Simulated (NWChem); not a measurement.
System: SiH4; SMILES [SiH4]

The following NWChem deck was run.

```
start job
memory heap 200 mb stack 900 mb global 1100 mb
geometry units angstroms
  Si     0.000000     0.000000     0.000000
  H     -0.861779     0.861779     0.861806
  H      0.861779    -0.861779     0.861806
  H      0.861779     0.861779    -0.861806
  H     -0.861779    -0.861779    -0.861806
end
basis spherical
  * library def2-svp
end
dft
  xc slater vwn_5
  iterations 150
end
driver
  maxiter 120
end
task dft optimize
task dft freq
```

Parts of the log:

```
             Northwest Computational Chemistry Package (NWChem) 7.3.0
             --------------------------------------------------------

 D2D symmetry detected

                             Geometry "geometry" -> ""
                             -------------------------

 Output coordinates in angstroms (scale by  1.889725989 to convert to a.u.)

  No.       Tag          Charge          X              Y              Z
 ---- ---------------- ---------- -------------- -------------- --------------
    1 Si                  14.0000     0.00000000     0.00000000     0.00000000
    2 H                    1.0000     0.86179250     0.86179250    -0.86177900
    3 H                    1.0000    -0.86179250     0.86179250     0.86177900
    4 H                    1.0000     0.86179250    -0.86179250     0.86177900
    5 H                    1.0000    -0.86179250    -0.86179250    -0.86177900

 Effective nuclear repulsion energy (a.u.)      21.1556781779

      Symmetry information
      --------------------

 Group name             D2d
 Group number             32
 Group order               8
 No. of unique centers     2

                                Z-matrix (autoz)
                                --------

 Units are Angstrom for bonds and degrees for angles

      Type          Name      I     J     K     L     M      Value
      ----------- --------  ----- ----- ----- ----- ----- ----------
    1 Stretch                  1     2                       1.49266
    2 Stretch                  1     3                       1.49266
    3 Stretch                  1     4                       1.49266
    4 Stretch                  1     5                       1.49266
    5 Bend                     2     1     3               109.47080
    6 Bend                     2     1     4               109.47080
    7 Bend                     2     1     5               109.47207
    8 Bend                     3     1     4               109.47207
    9 Bend                     3     1     5               109.47080
   10 Bend                     4     1     5               109.47080

                           NWChem Geometry Optimization
                           ----------------------------

[...]

      ----------------------
      Optimization converged
      ----------------------

  Step       Energy      Delta E   Gmax     Grms     Xrms     Xmax
  ---- ---------------- -------- -------- -------- -------- --------
@    2    -290.56788894 -2.5D-07  0.00000  0.00000  0.00044  0.00049
                                     ok       ok       ok       ok

                                Z-matrix (autoz)
                                --------

 Units are Angstrom for bonds and degrees for angles

      Type          Name      I     J     K     L     M      Value     Gradient
      ----------- --------  ----- ----- ----- ----- ----- ---------- ----------
    1 Stretch                  1     2                       1.50389   -0.00000
    2 Stretch                  1     3                       1.50389   -0.00000
    3 Stretch                  1     4                       1.50389   -0.00000
    4 Stretch                  1     5                       1.50389   -0.00000
    5 Bend                     2     1     3               109.47116   -0.00000
    6 Bend                     2     1     4               109.47116   -0.00000
    7 Bend                     2     1     5               109.47133    0.00000
    8 Bend                     3     1     4               109.47133    0.00000
    9 Bend                     3     1     5               109.47116   -0.00000
   10 Bend                     4     1     5               109.47116   -0.00000

                         Geometry "geometry" -> "geometry"
                         ---------------------------------

 Output coordinates in angstroms (scale by  1.889725989 to convert to a.u.)

[...]

 Rotational Constants
 --------------------
 A=   2.773430 cm-1  (  3.990258 K)
 B=   2.773430 cm-1  (  3.990258 K)
 C=   2.773424 cm-1  (  3.990249 K)

 Temperature                      =   298.15K
 frequency scaling parameter      =   1.0000

 Zero-Point correction to Energy  =   18.708 kcal/mol  (  0.029814 au)
 Thermal correction to Energy     =   20.675 kcal/mol  (  0.032947 au)
 Thermal correction to Enthalpy   =   21.267 kcal/mol  (  0.033891 au)

 Total Entropy                    =   51.309 cal/mol-K
   - Translational                =   36.306 cal/mol-K (mol. weight =  32.0082)
   - Rotational                   =   14.216 cal/mol-K (symmetry #  =        4)
   - Vibrational                  =    0.787 cal/mol-K

 Cv (constant volume heat capacity) =    8.677 cal/mol-K
   - Translational                  =    2.979 cal/mol-K
   - Rotational                     =    2.979 cal/mol-K
   - Vibrational                    =    2.718 cal/mol-K

[normal modes left out]

 ----------------------------------------------------------------------------
 Normal Eigenvalue ||           Projected Infra Red Intensities
  Mode   [cm**-1]  || [atomic units] [(debye/angs)**2] [(KM/mol)] [arbitrary]
 ------ ---------- || -------------- ----------------- ---------- -----------
    1       -0.000 ||    0.000000           0.000         0.000       0.000
    2        0.000 ||    0.000000           0.000         0.000       0.000
    3        0.000 ||    0.000000           0.000         0.000       0.000
    4        0.000 ||    0.000000           0.000         0.000       0.000
    5        0.000 ||    0.000000           0.000         0.000       0.000
    6        0.000 ||    0.000000           0.000         0.000       0.000
    7      839.112 ||    0.088003           2.030        85.790      26.537
    8      839.112 ||    0.088003           2.030        85.790      26.537
    9      839.112 ||    0.088003           2.030        85.790      26.537
   10      926.145 ||    0.000000           0.000         0.000       0.000
   11      926.146 ||    0.000000           0.000         0.000       0.000
   12     2164.755 ||    0.000000           0.000         0.000       0.000
   13     2186.199 ||    0.077808           1.795        75.852      23.463
   14     2186.199 ||    0.077808           1.795        75.851      23.463
   15     2186.199 ||    0.077808           1.795        75.851      23.463
 ----------------------------------------------------------------------------
```

Level: LDA (Slater exchange, VWN5)/def2-SVP. The printed entropy takes a lower symmetry number than the molecule has.
